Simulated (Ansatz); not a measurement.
**[Cl···H···SiH₃], doublet in cc-pVDZ: errors against UCCSDT(Q)**

Geometry: a point of a hydrogen-transfer path between rigid fragments, not a stationary point.

```xyz
6

Cl   -1.6542    0.0000    0.0000
H     0.3888    0.0000    0.0000
Si    1.8288    0.0000    0.0000
H     2.2788   -1.4163    0.0000
H     2.2788    0.7081   -1.2265
H     2.2788    0.7081    1.2265
```

Basis cc-pVDZ; Ansatz 0.2.0. Only valence electrons are correlated (noble-gas cores frozen), which leaves 15 electrons in 46 orbitals. R marks a restricted (for open shells ROHF) determinant, U an unrestricted one. Active spaces: pair = (3e, 3o) about the gap; valence = (15e, 12o) chosen from the atoms' valence shells.

Full CI isn't at hand for all of this; UCCSDT(Q) serves as the reference, and is uncertain by about the last step of the cluster series. The frozen core follows each run's orbitals, which can shift R against U totals by a few meV.

For open shells CISD is restricted-active-space CI with the open shells as a complete middle space.

The UHF ⟨S²⟩ is 0.759, the T1 diagnostic (RCCSD) is 0.0157 and the largest doubles amplitude (RCCSD) is 0.036. The T1 diagnostic (UCCSD) is 0.0120.

```
                   level  E − E(UCCSDT(Q)) (kJ/mol)  share of correlation (%)    wall time
                     RHF                      760.9                      0.00            –
                     UHF                      749.0                      1.57            –
                    RMP2                      136.0                     82.13            –
                    UMP2                      137.6                     81.91            –
                    CISD                       82.4                     89.17        8.5 s
                   RCCSD                       14.3                     98.11            –
                   UCCSD                       14.1                     98.15            –
                RCCSD(T)                        2.9                     99.61        7.5 s
                UCCSD(T)                        2.9                     99.62          7 s
                 BCCD(T)                        2.9                     99.62        8.5 s
                  RCCSDT                        0.7                     99.91            –
                  UCCSDT                        0.7                     99.91            –
               RCCSDT(Q)                        0.0                    100.00   7 s (H100)
     CASSCF (pair space)                      725.7                      4.62            –
     MRCISD (pair space)                       75.4                     90.09            –
   MRCISD+Q (pair space)                        4.6                     99.39   7 s (H100)
  CASSCF (valence space)                      613.7                     19.34            –
  NEVPT2 (valence space)                      167.0                     78.05   7 s (H100)
  MRCISD (valence space)                       54.8                     92.79            –
MRCISD+Q (valence space)                        4.8                     99.37  28 s (H100)
```

The correlation energy at UCCSDT(Q), counted from RHF, is -7.886 eV. That run took 6.5 s on 2 threads of AMD EPYC 7R13 with a shared H100 80 GB, shared host.

Times hold each run's SCF and search for its determinant on a shared host, so for small cases they say little of a method's own cost; rows without a card ran on 1 thread of AMD EPYC 7R13.

Natural occupations of CASSCF (valence space) about the gap: 1.987 1.979 1.977 1.977 1.000 0.028 0.018 0.018 0.017; effectively unpaired electrons, Σ n²(2−n)², 1.01.
